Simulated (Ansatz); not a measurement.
Species: phosphine, PH₃, net charge 0, singlet state. SMILES: P
Geometry from a B3LYP-D3(BJ)/def2-TZVP (Ansatz, a quantum-chemistry and plane-wave program) optimisation:
```xyz
4

P      0.0029     0.0016     0.1282
H     -0.0038     1.1839    -0.6561
H      1.0120    -0.6137    -0.6568
H     -1.0521    -0.5944    -0.6098
```

Property: size of the dipole moment, in D. Terms: dispersion terms only where a functional's name holds one; LANL2DZ with its own core potentials from Na on; non-relativistic; spin-orbit terms left out; six Cartesian d functions in 6-31G* and its kin unless marked 5d; 6-311+G** with 5d, 6d on Na to Ar in Ansatz. Ab initio and DFT rows: single points at B3LYP-D3(BJ) geometries (Ansatz).

Measured values: NIST CCCBDB, as tabulated in the package chemicals; dipoles are vibrational averages. 

Value to compare with, the measured value: 0.58 D.

```csv
level,program,size of the dipole moment (D),error
PBE/STO-3G,Ansatz,0.73,0.15
PBE/3-21G,Ansatz,1.53,0.95
PBE/LANL2DZ,Ansatz,1.48,0.90
PBE/6-31G*,Ansatz,1.11,0.53
PBE/def2-SVP,Ansatz,0.92,0.34
PBE/6-311+G**,Ansatz,0.94,0.36
```

6 of the 6 habitual levels lie above the measured value; their mean absolute error is 0.54 D, the median 0.45.

The sets are all those run for this method; runs whose electronic state is in doubt are left out.
